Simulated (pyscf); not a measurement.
Thermochemistry of product channels of `[Cl][Sn]([Cl])([Cl])[SeH]` + `[FH]` on the singlet surface, in kJ/mol, from ωB97M-D3(BJ)/def2-TZVP energies (ideal gas, 1 atm, RRHO with modes under 100 cm⁻¹ raised to 100, one conformer, R ln 2 for chiral ones without a mode under 150 cm⁻¹). PySCF, gas phase, ωB97X-D3(BJ)/def2-SVP geometries.

| products | ΔE | ΔH(298 K) | ΔG(298 K) | ΔG(900 K) |
|---|---|---|---|---|
| `[SeH2]` + `[F][Sn]([Cl])([Cl])[Cl]` | +29.0 | +22.1 | +22.0 | ___ |
| `[F][Sn]([Cl])([Cl])[SeH]` + `[ClH]` | +29.8 | +24.5 | +23.3 | +21.7 |

Complete the blanks.


- `[SeH2]` + `[F][Sn]([Cl])([Cl])[Cl]`, ΔG(900 K): +25.2

These are energies of the channels, which say nothing of barriers. Elements up to Kr have no core potential and no relativistic terms here. Elements past Kr carry the def2 core potentials, without spin-orbit coupling.
